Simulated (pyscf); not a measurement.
Single points on ωB97X-D3(BJ)/def2-SVP structures (PySCF, gas phase).

Q: H₃C–F + •H₂C–F → F–CH₂–F + CH₃•
Surface: doublet. Broken: C–F. Formed: C–F. Give ΔE‡ and ΔE from ωB97M-D3(BJ)/def2-TZVP, relative to the separated reactants.

A: ΔE‡ = 39.9 kcal/mol, ΔE = -8.2 kcal/mol. Zero-point energy shifts the barrier by -0.1 kcal/mol. It is an atom transfer, with an imaginary mode of 1146i cm⁻¹. One saddle was located; it need not be the lowest between these sides. The angle at the transferred F is 177°.
